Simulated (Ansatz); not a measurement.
## Property card for Cu2As

Computed with DFT PBEsol, scalar-relativistic, plane waves, PAW (Ansatz).

Plane waves to 420 eV, a k mesh through Γ of 10×10×6 on the computed 6-atom cell and Gaussian smearing (0.10 eV); no spin polarisation.

The structure is relaxed at this level of theory with its symmetry kept. Whether it is the stable form of this composition wasn't checked.

The structure is tetragonal, space group P4/nmm (No. 129). The conventional cell has a = 3.746 Å, b = 3.746 Å, c = 5.849 Å, α = 90.00°, β = 90.00°, γ = 90.00°. Cu (site symmetry -4m2) is surrounded by 4 As at 2.53 Å and 8 Cu at 2.56 to 2.65 Å. Cu (site symmetry 4mm) has 5 As at 2.41 to 2.65 Å and 4 Cu at 2.56 Å as nearest neighbours. As (site symmetry 4mm) has 9 Cu at 2.41 to 2.65 Å as nearest neighbours.

* Volume per atom: 13.68 Å³
* Formation energy from the elements' standard states (uncorrected): +0.004 eV/atom
* Kohn–Sham band gap: none (metal)
* Density of states at the Fermi level: 2.06 states/eV per cell
* Löwdin character within 0.5 eV of the Fermi level: As 4p 55 %, Cu 3d 29 %, unprojected 7 %
* Bulk modulus: 126 GPa
* Its pressure derivative: 5.0
* Bader charges (e): Cu (2 in the cell) 0.10, Cu (2 in the cell) 0.16, As (2 in the cell) -0.27